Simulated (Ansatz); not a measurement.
# C₂H₅S₂ radical: basis-set convergence

The task here is to estimate one member of a computed series from the others.

Program: Ansatz 0.2.0, Gaussian basis. Level of theory: one geometry, several basis sets. These are calculated values, not measurements.

The runs, in order: PBE0-D4/def2-SVP; ωB97M-V/def2-SVP; PBE0-D4/def2-QZVPP; ωB97M-V/def2-QZVPP; the functionals' def2-TZVPP values are taken from earlier runs.

### The geometry

An earlier PBE0-D4 in a triple-zeta def2 set relaxation fixed the geometry.

9 atoms, charge 0, spin multiplicity 2.

Atoms are counted from 1 here; the program's logs count them from 0.

Bond lengths: C1–S2 1.701 Å, C1–H5 1.082 Å, C1–H6 1.081 Å, S2–S3 2.040 Å, S3–C4 1.805 Å, C4–H7 1.089 Å, C4–H8 1.089 Å, C4–H9 1.092 Å. Angles: S2–C1–H5 116.9°, S2–C1–H6 120.8°, H5–C1–H6 121.5°, C1–S2–S3 104.2°, S2–S3–C4 102.3°, S3–C4–H7 110.6°, S3–C4–H8 110.8°, S3–C4–H9 106.0°, H7–C4–H8 110.6°, H7–C4–H9 109.3°, H8–C4–H9 109.5°.

Set-up of the first run:

File in.yaml:

```yaml
crystal:
  periodic: [false, false, false]
  atoms:
    - {symbol: C, position_ang: [-0.266060, 1.444257, -1.324481]}
    - {symbol: S, position_ang: [1.223318, 0.811475, -0.799086]}
    - {symbol: S, position_ang: [0.892383, 0.305918, 1.149527]}
    - {symbol: C, position_ang: [0.031826, -1.272838, 0.996455]}
    - {symbol: H, position_ang: [-0.409320, 1.537386, -2.393011]}
    - {symbol: H, position_ang: [-0.958368, 1.885887, -0.621314]}
    - {symbol: H, position_ang: [-0.902037, -1.148442, 0.449500]}
    - {symbol: H, position_ang: [0.664764, -2.013285, 0.509090]}
    - {symbol: H, position_ang: [-0.188005, -1.596857, 2.016221]}
basis:
  gaussian: {orbitals: def2-SVP}
magnetization: {spin_polarized: true, initial_magnetization: 1}
hamiltonian: {xc: pbe0, dispersion: d4}
output: {orbitals: {seedname: orbitals}}
```

Launch:

```bash
> ansatz run in.yaml --threads 4 --pin off --events-out ev --progress --plain --max-ram 10444MiB
```

Among the steps run: PBE0-D4 in def2-SVP; ωB97M-V in def2-SVP; PBE0-D4 in def2-QZVPP; ωB97M-V in def2-QZVPP.

One table of the session follows, with a row left open; its other results are not shown here.

It belongs to the step «Functionals by basis». 

```
functional       basis  HOMO (eV)  LUMO (eV)
   PBE0-D4    def2-SVP      -5.40      -1.46
   PBE0-D4  def2-TZVPP      -5.46      -1.67
   PBE0-D4  def2-QZVPP      -5.49      -1.74
   ωB97M-V    def2-SVP      -7.37       0.56
   ωB97M-V  def2-TZVPP      -7.45       0.21
   ωB97M-V  def2-QZVPP          ?          ?
```

Q: Estimate the row for ωB97M-V, def2-QZVPP from the others.

**Answer.** HOMO (eV): -7.48; LUMO (eV): 0.10. In the column «HOMO (eV)» it is the lowest.
